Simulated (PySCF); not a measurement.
# CF₂⁺ + Cl₂ → CCl₂⁺ + F₂

Level: PBE0 in the def2-TZVP basis family, all electrons, no relativity, computed in PySCF with density fitting; open shells unrestricted.

```json
{"species": "CF₂⁺", "state and structure": "doublet, C2v, C–F 1.214 Å (×2); F–C–F 124.6°", "ZPE (kJ/mol)": "22.6", "H(298 K) − H(0) (kJ/mol)": "10.3", "S° (J/(mol K))": "243.9"}
{"species": "Cl₂", "state and structure": "singlet, D∞h, Cl–Cl 1.982 Å", "ZPE (kJ/mol)": "3.5", "H(298 K) − H(0) (kJ/mol)": "9.1", "S° (J/(mol K))": "222.5"}
{"species": "CCl₂⁺", "state and structure": "doublet, C2v, C–Cl 1.582 Å (×2); Cl–C–Cl 135.8°", "ZPE (kJ/mol)": "14.3", "H(298 K) − H(0) (kJ/mol)": "11.1", "S° (J/(mol K))": "265.5"}
{"species": "F₂", "state and structure": "singlet, D∞h, F–F 1.376 Å", "ZPE (kJ/mol)": "6.6", "H(298 K) − H(0) (kJ/mol)": "8.7", "S° (J/(mol K))": "201.9"}
```

Task: Is the gas-phase reaction uphill or downhill in electronic energy at this level, and by how much?

Result: At PBE0/def2-TZVP, ΔE = 220.1 kJ/mol, uphill. 

Task: Add zero-point, thermal and entropy terms for 298.15 K and 1 bar.

Result: ΔZPE = -5.2 and Δ[H(298) − H(0)] = 0.4 kJ/mol give ΔH° = 215.3 kJ/mol. ΔS° = 1.0 J/(mol K), so ΔG° = 215.3 − 298.15 × (0.0010) = 215 kJ/mol.

The structures come from searches over a few start shapes, so lower isomers are not excluded.
